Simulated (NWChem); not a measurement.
Ionisation of CS

```
C
S 1 1.5389
```
Charge 0, spin multiplicity 1.

All runs are NWChem calculations. All single points use one geometry, from B3LYP/def2-SVP, a minimum by its harmonic frequencies.

Basis set: def2-TZVP. The species with one electron less has spin multiplicity 2 and keeps the geometry of the parent. Δ marks differences of total energies (open shells unrestricted).

B3LYP has NWChem's definition, with VWN1-RPA local correlation. The structure started from a generated list of species. The stability of the SCF solutions was not checked.

Task: Order these methods by the first vertical ionisation energy they give, lowest first: ΔPBE, evGW0@PBE, ΔBP86, G0W0@LDA (SVWN5).

Result: G0W0@LDA (SVWN5) (10.68 eV), evGW0@PBE (11.06 eV), ΔPBE (11.28 eV), ΔBP86 (11.41 eV)
